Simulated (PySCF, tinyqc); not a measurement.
A ladder of methods, and size consistency: correlation methods against full CI in the sto-3g basis, for CH2, spin multiplicity 1. Computed by the program tinyqc with PySCF. All electrons correlated; +Q is the Davidson correction (1 - c0^2) E_corr. The last columns treat two copies 100 angstrom apart as one system. FCI is the lowest singlet.

Geometry (angstrom):
```
atom,x,y,z
C,0.0000,0.0000,0.0000
H,0.0000,1.0800,0.5940
H,0.0000,-1.0800,0.5940
```

RHF energy of one = -38.336841 hartree

Correlation energies (hartree):
```
method,E_corr of one,share of FCI (%),E_corr of two at 100 angstrom,two minus twice one (mhartree)
MP2,-0.041506,57.9710,-0.083012,0.0000
CISD,-0.067464,94.2268,-0.126769,8.1592
CISD+Q,-0.072321,101.0101,-0.140663,3.9781
CCSD,-0.070843,98.9458,-0.141685,0.0000
CCSD(T),-0.071206,99.4533,-0.142412,0.0000
FCI,-0.071597,100.0000,-,-
```

What does the comparison show, and why?

MP2 recovers 58 %, CISD 94.2 % and CCSD 98.9 % of the FCI value (c0^2 = 0.928 in CISD). MP2 and coupled cluster are size consistent, so their last column vanishes; CISD loses 8.16 mhartree, since a double excitation on each copy is a quadruple of the pair, and the Davidson correction leaves +3.98. The restricted reference is unstable here: a spin-polarised solution lies 0.0359 hartree lower (PySCF), so results built on it describe a poor reference.
